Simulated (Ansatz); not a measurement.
Program: Ansatz. Geometries: PBE0-D4/def2-TZVP. ΔE: electronic, gas phase. CCSD(T)/CBS is the MP2 limit (def2-TZVPP, def2-QZVPP) plus CCSD(T) − MP2 in def2-TZVPP, frozen cores. Functionals use def2-TZVPP. B3LYP here is the variant with VWN-RPA as its local correlation; programs differ in this. HSE06 is defined as in plane-wave codes. Each species was taken in one conformer, which may not be the lowest.

`CC=C=N` → `C=C=CN`  (isomerisation)

`CC=C=N`:

```xyz
9

C     0.012   -0.196   -1.285
C     0.610    0.079    0.062
C    -0.093    0.309    1.138
N    -0.751    0.643    2.112
H     0.304   -1.184   -1.654
H    -1.077   -0.158   -1.249
H     0.350    0.541   -2.019
H     1.689    0.085    0.174
H    -1.045   -0.118    2.722
```

`C=C=CN`:

Cartesian coordinates in Å:
```
C -1.653 0.618 0.647
C -0.447 0.178 0.429
C 0.751 -0.304 0.229
N 1.286 -0.728 -0.992
H -1.879 1.681 0.671
H -2.487 -0.060 0.816
H 1.399 -0.465 1.087
H 2.266 -0.511 -1.094
H 0.762 -0.409 -1.793
```

(1) Is it downhill or uphill in electronic energy at CCSD(T)/CBS, and by how much? (Best estimate.)

(2) What do these levels give: B97M-V, PBE0-D4, B3LYP, r2SCAN0, HSE06, SCS-MP2/def2-TZVPP? (Best estimate.)

(3) What do rigid-rotor, harmonic-oscillator terms from PBE0-D4/def2-TZVP frequencies (298.15 K, 1 bar) make of the CCSD(T)/CBS value? (Estimate.)

Largest T1 diagnostic among the species: 0.013.

Results:

(1) Ansatz gave: Uphill: ΔE = +44.8 kJ/mol.

(2) The calculation gave: B97M-V 52.7, PBE0-D4 47.9, B3LYP 47.0, r2SCAN0 49.5, HSE06 47.8, SCS-MP2/def2-TZVPP 52.8 kJ/mol.

(3) Computed: ΔZPE = +1.6 kJ/mol, ΔH = +46.4 kJ/mol, ΔS = -1 J/(mol·K), ΔG = +46.8 kJ/mol.

Leaving LDA and LC-ωPBE aside and taking each functional with its dispersion term where it has one, the values, not all of them listed here, spread over 6.0 kJ/mol, from CAM-B3LYP-D4 to B97M-V. LDA lies −6.7 kJ/mol from PBE without D4. At CCSD(T), def2-SVP lies +9.2 kJ/mol from the extrapolated value and def2-TZVPP +4.0 kJ/mol.
